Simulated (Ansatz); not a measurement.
**HS+ (singlet): geometry optimisation**

Where does this start of HS+ (singlet) end when it is relaxed?

Computed with Ansatz 0.2.0, Gaussian basis. Level: RKS PBE0/def2-TZVP.

## Step 1: Starting geometry

2 atoms, charge 1, spin multiplicity 1.

Atoms are counted from 1 here; the program's logs count them from 0.

Bond lengths: S1–H2 1.360 Å.

The start is set by covalent radii. Sticks and bond lists go by distance. 

## Step 2: The run

File in.yaml:

```yaml
crystal:
  periodic: [false, false, false]
  atoms:
    - {symbol: S, position_ang: [0.000000, 0.000000, 0.000000]}
    - {symbol: H, position_ang: [0.000000, 0.000000, 1.360000]}
basis:
  gaussian: {orbitals: def2-TZVP}
total_charge: 1
hamiltonian: {xc: pbe0}
relax: {f_tol: 0.004, max_steps: 80}
```

The run is started by

```
> ansatz run in.yaml --threads 1 --pin off --events-out ev --progress --plain --max-ram 2176MiB
```

Before running it: what results should come out? Wanted: energy gained; shift from the start; total energy.

The runs gave:

| quantity | value |
| --- | --- |
| steps | 3 |
| energy gained | 0.001 eV |
| shift from the start (rms) | 0.005 Å |
| total energy | -10834.4420 eV |

The bonds of the start are those of the end. S1–H2 went from 1.360 to 1.370 Å. No vibrations were run, so this is a stationary point, not a proven minimum, and this spin need not be the ground state's.
